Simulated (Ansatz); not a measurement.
Input file:

```yaml
crystal:
  periodic: [false, false, false]
  atoms:
    - {symbol: Al, position_ang: [0.000000, 0.030145, 1.301472]}
    - {symbol: P, position_ang: [0.000000, -0.078342, -1.087747]}
    - {symbol: H, position_ang: [0.000000, 1.600469, -1.412854]}
basis:
  gaussian: {orbitals: 6-31G}
magnetization: {spin_polarized: false, initial_magnetization: 3}
correlation: {method: fci, electrons: outside_noble_gas}
```

```sh
$ ansatz run in.yaml --threads 1 --pin off --events-out ev --progress --plain --max-ram 2393MiB
```

Log:

```
562 factors; integrals over basis functions are off by at most 2.4e-7 eV
mean field evaluation 1: about -15865.2090 eV, gradient 5.2e0 eV
mean field evaluation 2: about -15865.2137 eV, gradient 5.2e0 eV
mean field evaluation 4: about -15865.9079 eV, gradient 1.1e0 eV
mean field evaluation 8: about -15866.0483 eV, gradient 3.6e-1 eV
mean field evaluation 16: about -15866.0548 eV, gradient 2.0e-6 eV
mean field evaluation 32: about -15865.9529 eV, gradient 3.6e-1 eV
mean field evaluation 64: about -15865.8409 eV, gradient 2.0e-6 eV
mean field -15866.05475947 eV, -583.0667580122 hartree, gradient 2.0e-6 eV, S^2 3.750000; 6 other end points of the search recorded, 0 dependent functions left out
mean field evaluation 96: about -15865.9808 eV, gradient 2.3e-3 eV
determinant -15866.05475947 eV, -583.0667580122 hartree, with singles and doubles -15868.43359220 eV, -583.1541785028 hartree
determinant -15865.84086889 eV, -583.0588976784 hartree, with singles and doubles -15868.15167884 eV, -583.1438183780 hartree
determinant -15866.05475947 eV, -583.0667580122 hartree, with singles and doubles -15868.43426172 eV, -583.1542031071 hartree
determinant -15865.84086889 eV, -583.0588976784 hartree, with singles and doubles -15868.15179189 eV, -583.1438225322 hartree
10 core orbitals not correlated: weight in the atoms' cores, before any rotation towards them, 1.000 or more for the frozen orbitals, at most 0.000 for the correlated occupied ones
reference -15866.05475947 eV, -583.0667580122 hartree; 6, 3 occupied and 12, 15 virtual orbitals, 562 factors
state -15868.51673427 eV, -583.1572339176 hartree
Total energy: -15868.51673427 eV, -583.1572339176 hartree
```

Ran on 1 thread of Arm Neoverse V2, shared host: 1.8 min wall, 1 GiB peak host memory.
